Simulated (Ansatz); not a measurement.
**Heat of formation of CH2F2 (difluoromethane) from total energies**

CH2F2: 5 atoms, total charge 0, spin state singlet. As SMILES, `FCF`. Geometry: relaxed at PBE0-D4/def2-TZVP.

Total energies at B3LYP/6-31G* (spherical functions) (Ansatz 0.2.0); the atoms run unrestricted:

```
species    state  energy (Eh)
  CH2F2  singlet  -238.970178
      F  doublet   -99.714578
      C  triplet   -37.844694
      H  doublet    -0.500273
```

Harmonic wavenumbers at PBE0-D4/def2-TZVP, in cm⁻¹: 536, 1124, 1143, 1189, 1276, 1462, 1531, 3059, 3130.

Measured heats of formation of the gaseous atoms at 298.15 K, in kJ/mol: F 79.4, C 716.9, H 218.0. Spin-orbit lowering of the atoms at 298 K (mean of the ground term's levels less their thermal mean, from spectra), in kJ/mol: F 1.29, C 0.02. Take 1 Eh = 2625.50 kJ/mol, 1 cm⁻¹ = 0.0119627 kJ/mol, RT = 2.479 kJ/mol.

Problem. Work out the heat of formation of the gas at 298 K.

Solution. 
1. Electronic atomisation energy: 2 × (-99.714578) + (-37.844694) + 2 × (-0.500273) − (-238.970178) = 0.695782 Eh = 1826.8 kJ/mol.
2. Zero-point energy: half the sum of the wavenumbers, 7225 cm⁻¹ = 86.4 kJ/mol.
3. Thermal vibrational enthalpy, Σ hcν̃/(exp(hcν̃/kT) − 1): 0.7 kJ/mol. Translation, rotation and pV of a non-linear molecule: 4 RT = 9.9 kJ/mol.
4. The 5 free atoms carry 5/2 RT each: 31.0 kJ/mol.
5. Spin-orbit coupling lowers the free atoms by 2 × 1.29 + 0.02 = 2.6 kJ/mol.
6. Atomisation enthalpy at 298 K: 1826.8 − 2.6 − 86.4 − 0.7 − 9.9 + 31.0 = 1758.2 kJ/mol.
7. Sum of the atoms' heats of formation: 1311.7 kJ/mol. Heat of formation: 1311.7 − 1758.2 = -446.5 kJ/mol.

The tabulated value is -451.0 kJ/mol (Active Thermochemical Tables), so this level is off by +4.5 kJ/mol, or 0.3 % of the atomisation enthalpy. So close a hit in a small basis owes something to errors that cancel. Anharmonicity and any spin-orbit splitting of the molecule are left out.
